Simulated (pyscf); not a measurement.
## Four-centre exchange: AsH₃ + silanol (HO–SiH₃) → AsH₃ + silanol (HO–SiH₃)

Gas phase, singlet surface, charge 0. Bonds broken: As1–H2, O5–H7. Bonds formed: As1–H7, H2–O5. Single points on ωB97X-D3(BJ)/def2-SVP structures (PySCF, gas phase). Correlated levels are frozen-core, on RHF or UHF. ΔMP2 is the change of the MP2 total energy from the triple- to the quadruple-zeta basis.

Transition state (Å):

```xyz
10

As    -1.9773    -2.6625     0.5593
H     -0.3487    -1.1102     0.6207
H     -1.5577    -3.5902    -0.5750
H     -3.0438    -1.9774    -0.2913
O     -0.0023    -0.6532    -0.2598
Si    -0.5396     1.0091    -0.4946
H     -0.6496    -1.3917    -0.6798
H     -0.3016     1.2783    -1.9296
H      0.3240     1.8173     0.3942
H     -1.9707     1.0921    -0.1257
```

One imaginary mode, 1155i cm⁻¹; descent along it reached the two sides named.

```tsv
bond	change	reactant side (Å)	saddle	product side
As1–H2	breaks	1.515	2.251	4.1
O5–H7	breaks	0.963	1.068	2.6
As1–H7	forms	3.6	2.217	1.528
H2–O5	forms	2.600	1.051	0.963
```

Electronic energies relative to the separated reactants (kJ/mol):

```
level                             barrier  reaction energy  reverse barrier
--------------------------------  -------  ---------------  ---------------
ωB97X-D3(BJ)/def2-TZVP              230.2              0.0            230.2
PBE/def2-TZVP                       192.2              0.0            192.2
r²SCAN/def2-TZVP                    209.9              0.0            209.9
B3LYP-D3(BJ)/def2-TZVP              214.1              0.0            214.1
PBE0-D3(BJ)/def2-TZVP               205.4              0.0            205.4
M06-2X/def2-TZVP                    216.2              0.0            216.2
ωB97M-D3(BJ)/def2-TZVP              222.8              0.0            222.8
HF/def2-TZVP                        298.8              0.0            298.8
MP2/def2-QZVPP                      218.1              0.0            218.1
CCSD/def2-TZVPP                     244.3              0.0            244.3
CCSD(T)/def2-TZVPP                  231.5              0.0            231.5
CCSD(T)/def2-TZVPP + ΔMP2(QZVPP)    226.7              0.0            226.7
```

With CCSD(T)/def2-TZVPP + ΔMP2(QZVPP) energies and thermal terms (ideal gas, 1 atm, RRHO with modes under 100 cm⁻¹ raised to 100, one conformer, R ln 2 for chiral ones without a mode under 150 cm⁻¹), in kJ/mol:

| T (K) | ΔH‡ | ΔG‡ | ΔH | ΔG |
|---|---|---|---|---|
| 298 | 222.8 | 262.3 | 0.0 | 0.0 |
| 600 | 224.9 | 301.5 | 0.0 | 0.0 |
| 900 | 227.5 | 339.2 | 0.0 | 0.0 |
| 1200 | 230.4 | 376.1 | 0.0 | 0.0 |

The same reactants have a lower exit, to H₃Si–AsH₂ + H₂O (barrier +190.0 kJ/mol at ωB97M-D3(BJ)/def2-TZVP, against +222.8 kJ/mol here). One saddle was located; it need not be the lowest between these sides. The CCSD(T) − MP2 part came from Ansatz, without density fitting, on the same reference. The frozen core leaves the outer d or s,p core shells of the metals and heavy elements correlated in the MP2 and CC values, and def2-TZVPP describes them poorly, which can shift differences by a few kcal/mol. Elements up to Kr have no core potential and no relativistic terms here.
